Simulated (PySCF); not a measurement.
Argon: a sound run and one with changed settings

Sound run: Ar [Ar], Ar⁺ [Ne] 3s2 3p5. Calculation: PySCF 2.14, in cc-pV(D+d)Z (4s3p2d, 23 functions); no relativity, point nucleus. In the sound run the correlated levels freeze [Ne]. The sound run starts from symmetry-adapted Hartree-Fock orbitals and uses a fine grid where one is needed.

A second run was set up differently.

| species | method | sound run (hartree) | changed run (hartree) | converged |
| --- | --- | --- | --- | --- |
| Ar | UHF | -526.79987 | -521.22288 | yes |
| Ar | r2SCAN | -527.49469 | -521.84845 | yes |
| Ar | MN15 | -527.43039 | -520.70444 | yes |
| Ar | MP2 | -526.94457 | -521.22288 | yes |
| Ar⁺ | UHF | -526.26075 | -520.72694 | yes |
| Ar⁺ | r2SCAN | -526.91220 | -521.30654 | yes |
| Ar⁺ | MN15 | -526.84981 | -520.15650 | yes |
| Ar⁺ | MP2 | -526.37749 | -520.72694 | yes |

Ionisation energy of Ar:

```
 method  sound run (eV)  changed run (eV)
    UHF          14.670            13.495
 r2SCAN          15.850            14.746
   MN15          15.798            14.910
    MP2          15.431            13.495
SCS-MP2          15.340            13.495
```

(1) What was changed?
A. too few SCF iterations
B. radial grid too coarse
C. minimal basis
D. all electrons correlated in a valence basis

Answers

(1) C. It used basis STO-3G. A minimal basis cannot let orbitals breathe on ionisation and holds almost no correlation.
